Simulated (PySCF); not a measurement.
These are B3LYP-D3(BJ)/def2-TZVP (PySCF) values and carry that method's errors. All species are isolated molecules in the gas phase. B3LYP has the VWN-RPA correlation part, as in Gaussian. Delta-SCF ions had no search for a lower state. 

Reference species (SMILES): `Cl[Si](Cl)(Cl)Cl` (neutral, multiplicity 1).

```json
{
  "vertical ionisation energy (Delta-SCF)": "11.35 eV",
  "HOMO–LUMO gap": "8.25 eV"
}
```

Changed species: `Cl[Si](Cl)(Cl)Br` (1 of 4 Cl replaced by Br; the reference has 0 of 4 Cl replaced by Br).

Q: What does the change do to the vertical ionisation energy (Delta-SCF) and HOMO–LUMO gap?

A: the vertical ionisation energy (Delta-SCF) falls by 0.37 eV, to 10.98 eV; the HOMO–LUMO gap falls by 0.82 eV, to 7.43 eV.
